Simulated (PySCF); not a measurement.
Species: C₂H₂N (charge -1).
Cartesian coordinates in Å at the GFN2-xTB level; atoms count from 1:
```xyz
5
C2H2N angstrom
C     -0.5417    0.0066    0.0547
C      0.7928   -0.0100   -0.0803
N      1.9673   -0.0250   -0.1936
H     -1.1322   -0.8970   -0.0528
H     -1.0776    0.9283    0.2548
```

Lines to be assigned: C 1s: 283.45 (area 1), 284.99 (area 1) eV; N 1s: 397.15 eV.

Level of theory: delta-SCF UKS SCAN, pcX-2 on the ionised atom, pcseg-1 elsewhere, spin-free X2C in PySCF 2.14.0. Isolated species at its GFN2-xTB geometry, gas phase.

Order the carbon atoms by C 1s binding energy.

283.45 eV: C1 (carbon bonded to C and 2 H); 284.99 eV: C2 (carbon bonded to C and N). Lowest listed C 1s: C1, bonded to C and 2 H. Highest, 1.54 eV above it: C2, bonded to N (triple bond) and C.

Bonded neighbours of each site: C1: C and 2 H; C2: N (triple bond) and C; N3: C (triple bond).

Express the binding energy of N 1s of N3 in atomic units and per mole.

397.15 eV = 14.5950 Eh = 38319 kJ/mol.

The species carries charge -1, so core ionisation leaves a neutral species. The basis sets have no added diffuse functions.
